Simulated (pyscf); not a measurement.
A first-order saddle from PySCF, ωB97X-D3(BJ)/def2-SVP:

```xyz
10

C      0.1087     0.2942    -0.8402
Si    -1.5410    -0.3422     0.2813
Cl    -1.4964    -2.1298    -0.8261
Cl    -3.3842     0.3009    -0.3263
Cl    -1.1632    -1.1581     2.1175
H      0.7419     1.2043    -0.8723
H      0.7670    -0.5474    -0.5931
H     -0.3576     0.1917    -1.8275
Cl    -1.2120     1.8360     1.2827
H     -0.3803     1.0527     0.0585
```

Surface: singlet, charge 0. Lowest wavenumbers (cm⁻¹): 788i, 82, 97, 207, 228.

**Question.** Name the species on either side of this saddle.

**Answer.** H₃C–Si(Cl)(Cl)–Cl + HCl <-> CH₄ + Cl–Si(Cl)(Cl)–Cl, a four-centre exchange read from left to right: C–Si, Cl–H broken and C–H, Cl–Si formed. At ωB97M-D3(BJ)/def2-TZVP it lies +51.9 kcal/mol from the left side and +70.6 kcal/mol from the right (each side as separated species at their lowest minima found). One saddle was located; it need not be the lowest between these sides.
